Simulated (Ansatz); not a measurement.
**OF$_{2}$, singlet in cc-pVDZ: errors against RCCSDT(Q)**

Geometry: displaced at random from a stationary point.

```xyz
3

F    -0.0163   -0.2625    1.1095
O    -0.0172    0.5723    0.0111
F     0.0308   -0.2194   -1.1189
```

Basis cc-pVDZ; Ansatz 0.2.0. Correlated methods freeze the noble-gas cores, which leaves 20 electrons in 39 orbitals. Prefix R: restricted or restricted open-shell reference. Active spaces: valence = (16e, 10o, short of the full valence) chosen from the atoms' valence shells.

Full CI isn't at hand for all of this; RCCSDT(Q) serves as the reference, and is uncertain by about the last step of the cluster series.

- UHF ⟨S²⟩: 0.000
- T1 diagnostic (RCCSD): 0.0141
- largest doubles amplitude (RCCSD): 0.070

Q: From what is known of these methods and the diagnostics, rank them by the size of their error in total energy against RCCSDT(Q) in cc-pVDZ, smallest first (an estimate: the text doesn't fix the numbers).
A. RMP2
B. RCCSDT
C. NEVPT2 (valence space)
D. CISD
E. MRCISD+Q (valence space)

A: B (6.6 kJ/mol), E (17.4 kJ/mol), A (76.1 kJ/mol), C (133.7 kJ/mol), D (201.6 kJ/mol).

All errors are against RCCSDT(Q) in cc-pVDZ. Within each family the higher level lies nearer, as is usual though not guaranteed.

Natural occupations of CASSCF (valence space) about the gap: 1.997 1.994 1.994 1.922 1.918 0.097 0.083; effectively unpaired electrons, Σ n²(2−n)², 0.11.
